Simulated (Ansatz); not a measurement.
Start from `FC[SiH3]` and change one atom or group to get `CCF`.

Ansatz, PBE0-D4/def2-TZVP geometries, multiplicity 1. 

```json
{"property": "HOMO–LUMO gap (ωB97M-V/def2-TZVPP) / eV", "`FC[SiH3]`": "13.08"}
{"property": "HOMO energy (ωB97M-V/def2-TZVPP) / eV", "`FC[SiH3]`": "-11.05"}
{"property": "LUMO energy (PBE/def2-TZVPP) / eV", "`FC[SiH3]`": "-0.31"}
{"property": "HOMO energy (PBE0/def2-TZVPP) / eV", "`FC[SiH3]`": "-8.73"}
{"property": "size of the dipole moment (PBE/def2-TZVPP) / D", "`FC[SiH3]`": "1.44"}
{"property": "LUMO energy (PBE0/def2-TZVPP) / eV", "`FC[SiH3]`": "0.50"}
```

(1) What does the change do to each property? (Estimate.)

Results:

(1) Ansatz gave: 
```
                                      property   `CCF`  shift
       HOMO–LUMO gap (ωB97M-V/def2-TZVPP) / eV   14.62   1.54
         HOMO energy (ωB97M-V/def2-TZVPP) / eV  -11.77  -0.72
             LUMO energy (PBE/def2-TZVPP) / eV    0.65   0.96
            HOMO energy (PBE0/def2-TZVPP) / eV   -9.35  -0.62
size of the dipole moment (PBE/def2-TZVPP) / D    1.75   0.31
            LUMO energy (PBE0/def2-TZVPP) / eV    1.44   0.94
```

With PBE0 the HOMO falls by 0.62 eV and the LUMO rises by 0.94 eV, so the gap widens by about 1.56 eV. PBE moves the HOMO by -0.42 eV and ωB97M-V by -0.72 eV. Dipoles are sizes alone; their direction can turn.
